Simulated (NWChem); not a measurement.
System: carbon disulfide (CS2); SMILES S=C=S

Input file for NWChem:

```
start job
memory heap 200 mb stack 900 mb global 1100 mb
geometry units angstroms noautosym nocenter noautoz
  S     -1.561813     0.057342     0.017243
  C      0.000009     0.000204     0.000000
  S      1.561824    -0.057210    -0.017243
end
basis spherical
  S library pcsseg-1
  C library pcsseg-1
end
dft
  xc slater vwn_5
  iterations 150
end
property
  shielding 2 1 2
end
task dft property
```

Output (shortened):

```
             Northwest Computational Chemistry Package (NWChem) 7.3.0
             --------------------------------------------------------

                             Geometry "geometry" -> ""
                             -------------------------

 Output coordinates in angstroms (scale by  1.889725989 to convert to a.u.)

  No.       Tag          Charge          X              Y              Z
 ---- ---------------- ---------- -------------- -------------- --------------
    1 S                   16.0000    -1.56181300     0.05734200     0.01724300
    2 C                    6.0000     0.00000900     0.00020400     0.00000000
    3 S                   16.0000     1.56182400    -0.05721000    -0.01724300

 Effective nuclear repulsion energy (a.u.)     108.3433616810

                              NWChem Property Module
                              ----------------------

  itol2e modified to match energy
  convergence criterion.

                                 NWChem DFT Module
                                 -----------------

 Summary of "ao basis" -> "ao basis" (spherical)
 ------------------------------------------------------------------------------
       Tag                 Description            Shells   Functions and Types
 ---------------- ------------------------------  ------  ---------------------
 S                          pcsseg-1                10       24   4s5p1d
 C                          pcsseg-1                 7       17   3s3p1d

  itol2e modified to match energy
  convergence criterion.

            General Information
            -------------------
          SCF calculation type: DFT
          Wavefunction type:  closed shell.
          No. of atoms     :     3
          No. of electrons :    38
           Alpha electrons :    19
            Beta electrons :    19
          Charge           :     0
          Spin multiplicity:     1
          Use of symmetry is: off; symmetry adaption is: off
          Maximum number of iterations: 150
          AO basis - number of functions:    65
                     number of shells:    27
          Convergence on energy requested:  1.00D-07
          Convergence on density requested:  1.00D-05
          Convergence on gradient requested:  5.00D-04

              XC Information
              --------------
                        Slater Exchange Functional  1.000 local
                      VWN V Correlation Functional  1.000 local

             Grid Information
             ----------------
          Grid used for XC integration:  fine
          Radial quadrature: Mura-Knowles
          Angular quadrature: Lebedev.
          Tag              B.-S. Rad. Rad. Pts. Rad. Cut. Ang. Pts.
          ---              ---------- --------- --------- ---------
          S                   1.00      123          10.0       770
          C                   0.70       70           7.0       590
          Grid pruning is: on
          Number of quadrature shells:   316
          Spatial weights used:  Erf1

      Superposition of Atomic Density Guess
      -------------------------------------

 Sum of atomic energies:        -832.54974826

      Non-variational initial energy
      ------------------------------

 Total energy =    -833.456235
 1-e energy   =   -1364.470739
 2-e energy   =     422.671142
 HOMO         =      -0.311019
 LUMO         =      -0.014568

   convergence    iter        energy       DeltaE   RMS-Dens  Diis-err
 ---------------- ----- ----------------- --------- --------- ---------
 d= 0,ls=0.0,diis     1   -831.2998709541 -9.40D+02  1.87D-02  1.56D+00
 d= 0,ls=0.0,diis     2   -830.8872872633  4.13D-01  1.95D-02  4.17D+00
 d= 0,ls=0.0,diis     3   -831.3214187094 -4.34D-01  8.40D-03  5.63D-01
 d= 0,ls=0.0,diis     4   -831.3946032689 -7.32D-02  2.18D-03  2.71D-02
 d= 0,ls=0.0,diis     5   -831.3977472271 -3.14D-03  3.13D-04  1.01D-03
  Resetting Diis
 d= 0,ls=0.0,diis     6   -831.3978668952 -1.20D-04  7.28D-05  8.55D-06
 d= 0,ls=0.0,diis     7   -831.3978680103 -1.12D-06  5.25D-05  9.07D-07
 d= 0,ls=0.0,diis     8   -831.3978662319  1.78D-06  4.41D-05  1.08D-05
 d= 0,ls=0.0,diis     9   -831.3978681250 -1.89D-06  7.71D-06  2.27D-07
 d= 0,ls=0.0,diis    10   -831.3978681549 -2.99D-08  2.06D-06  6.33D-08

         Total DFT energy =     -831.397868154889
      One electron energy =    -1365.688702741790
           Coulomb energy =      479.567024459840
    Exchange-Corr. energy =      -53.619551553950
 Nuclear repulsion energy =      108.343361681011

 Numeric. integr. density =       37.999999906573

                       DFT Final Molecular Orbital Analysis
                       ------------------------------------

 Vector   17  Occ=2.000000D+00  E=-3.618430D-01
              MO Center=  4.9D-06,  1.5D-04, -1.7D-05, r^2= 2.2D+00
   Bfn.  Coefficient  Atom+Function         Bfn.  Coefficient  Atom+Function
  ----- ------------  ---------------      ----- ------------  ---------------
    33     -0.233069  2 C  pz                32      0.226823  2 C  py
    16     -0.203236  1 S  pz                57     -0.203236  3 S  pz
    15      0.197791  1 S  py                56      0.197788  3 S  py
    36     -0.171729  2 C  pz                35      0.167126  2 C  py
    19     -0.121420  1 S  pz                60     -0.121420  3 S  pz

 Vector   18  Occ=2.000000D+00  E=-2.575151D-01
              MO Center=  1.4D-05,  7.6D-05, -7.5D-06, r^2= 3.8D+00
   Bfn.  Coefficient  Atom+Function         Bfn.  Coefficient  Atom+Function
  ----- ------------  ---------------      ----- ------------  ---------------
    16     -0.297754  1 S  pz                57      0.297757  3 S  pz
    15      0.278971  1 S  py                56     -0.278969  3 S  py
    19     -0.273462  1 S  pz                60      0.273464  3 S  pz
    18      0.256211  1 S  py                59     -0.256209  3 S  py
    10      0.079122  1 S  pz                51     -0.079123  3 S  pz

 Vector   19  Occ=2.000000D+00  E=-2.575151D-01
              MO Center=  1.4D-05,  7.7D-05,  7.3D-06, r^2= 3.8D+00
   Bfn.  Coefficient  Atom+Function         Bfn.  Coefficient  Atom+Function
  ----- ------------  ---------------      ----- ------------  ---------------
    15      0.297462  1 S  py                56     -0.297460  3 S  py
    16      0.279020  1 S  pz                57     -0.279020  3 S  pz
    18      0.273193  1 S  py                59     -0.273191  3 S  py
    19      0.256256  1 S  pz                60     -0.256256  3 S  pz
     9     -0.079044  1 S  py                50      0.079044  3 S  py

 Vector   20  Occ=0.000000D+00  E=-1.097837D-01
              MO Center=  2.3D-06,  1.5D-04,  1.9D-05, r^2= 3.3D+00
   Bfn.  Coefficient  Atom+Function         Bfn.  Coefficient  Atom+Function
  ----- ------------  ---------------      ----- ------------  ---------------
    35      0.517311  2 C  py                18     -0.433569  1 S  py
    59     -0.433567  3 S  py                32      0.353240  2 C  py
    15     -0.253337  1 S  py                56     -0.253338  3 S  py
    36      0.251446  2 C  pz                19     -0.210742  1 S  pz
    60     -0.210741  3 S  pz                33      0.171697  2 C  pz

 Vector   21  Occ=0.000000D+00  E=-1.097837D-01
              MO Center=  8.2D-07,  1.2D-04, -1.9D-05, r^2= 3.3D+00
   Bfn.  Coefficient  Atom+Function         Bfn.  Coefficient  Atom+Function
  ----- ------------  ---------------      ----- ------------  ---------------
    36      0.517729  2 C  pz                19     -0.433919  1 S  pz
    60     -0.433917  3 S  pz                33      0.353525  2 C  pz
    16     -0.253543  1 S  pz                57     -0.253542  3 S  pz
    35     -0.251501  2 C  py                18      0.210788  1 S  py
    59      0.210787  3 S  py                32     -0.171735  2 C  py

 Vector   22  Occ=0.000000D+00  E= 1.036756D-02
              MO Center=  2.6D-05,  6.0D-05, -2.2D-07, r^2= 4.6D+00
   Bfn.  Coefficient  Atom+Function         Bfn.  Coefficient  Atom+Function
  ----- ------------  ---------------      ----- ------------  ---------------
    27      2.073693  2 C  s                 17     -0.937972  1 S  px
    58      0.937991  3 S  px                 4     -0.721729  1 S  s
    45     -0.721753  3 S  s                 26      0.308709  2 C  s
    14     -0.281681  1 S  px                55      0.281683  3 S  px
     3     -0.237572  1 S  s                 44     -0.237572  3 S  s

     Multipole analysis of the density
     ---------------------------------

     L   x y z        total         alpha         beta         nuclear
     -   - - -        -----         -----         ----         -------
     0   0 0 0     -0.000000    -19.000000    -19.000000     38.000000

     1   1 0 0     -0.000038     -0.000237     -0.000237      0.000435
     1   0 1 0     -0.000051     -0.003178     -0.003178      0.006304
     1   0 0 1      0.000000      0.000000      0.000000      0.000000

     2   2 0 0    -21.311942   -150.029013   -150.029013    278.746084
     2   1 1 0     -0.080989      5.070682      5.070682    -10.222353
     2   1 0 1     -0.024382      1.526534      1.526534     -3.077450
     2   0 2 0    -23.517403    -11.946143    -11.946143      0.374882
     2   0 1 1      0.000894     -0.055982     -0.055982      0.112858
     2   0 0 2    -23.520104    -11.777040    -11.777040      0.033976

          -----------------------------------------
          Chemical Shielding Tensors (GIAO, in ppm)
          -----------------------------------------

                                NWChem CPHF Module
                                ------------------

  scftype          =     RHF
  nclosed          =       19
  nopen            =        0
  variables        =      874
  # of vectors     =        3
  tolerance        = 0.10D-03
  level shift      = 0.00D+00
  max iterations   =       50
  max subspace     =       30

 SCF residual:    2.3514357279443646E-005

Iterative solution of linear equations
  No. of variables      874
  No. of equations        3
  Maximum subspace       30
        Iterations       50
       Convergence  1.0D-04

   iter   nsub   residual    time
   ----  ------  --------  ---------
     1      3    1.40D-05       3.6

      Atom:    1  S
        Diamagnetic
   1061.4215     -0.2709     -0.0818
     -0.2709   1054.0243      0.0030
     -0.0818      0.0030   1054.0153

        Paramagnetic
     -1.2893    -32.2092     -9.6875
    -32.2092   -877.5665      0.3556
     -9.6875      0.3556   -878.6419

        Total Shielding Tensor
   1060.1322    -32.4802     -9.7692
    -32.4802    176.4577      0.3586
     -9.7692      0.3586    175.3734

           isotropic =     470.6544
          anisotropy =     886.1668

          Principal Components and Axis System
                 1           2           3
             1061.4323    175.2655    175.2655

      1         0.9993      0.0360      0.0130
      2        -0.0367      0.9979      0.0535
      3        -0.0110     -0.0539      0.9985

      Atom:    2  C
        Diamagnetic
    291.7572     -1.3192     -0.3971
     -1.3192    255.8343      0.0146
     -0.3971      0.0146    255.7903

        Paramagnetic
     -0.6274    -15.6857     -4.7222
    -15.6857   -427.7750      0.1732
     -4.7222      0.1732   -428.2981

        Total Shielding Tensor
    291.1298    -17.0049     -5.1193
    -17.0049   -171.9407      0.1877
     -5.1193      0.1877   -172.5078

           isotropic =     -17.7729
          anisotropy =     464.3743

          Principal Components and Axis System
                 1           2           3
              291.8100   -172.5643   -172.5643

      1         0.9993     -0.0165      0.0346
      2        -0.0366     -0.6717      0.7399
      3        -0.0110      0.7407      0.6718
```

Level: LDA (Slater exchange, VWN5)/pcSseg-1, GIAO. The geometry was optimised at B3LYP/6-31G* (spherical d). The printed shielding anisotropy is the first printed principal value minus the mean of the other two.
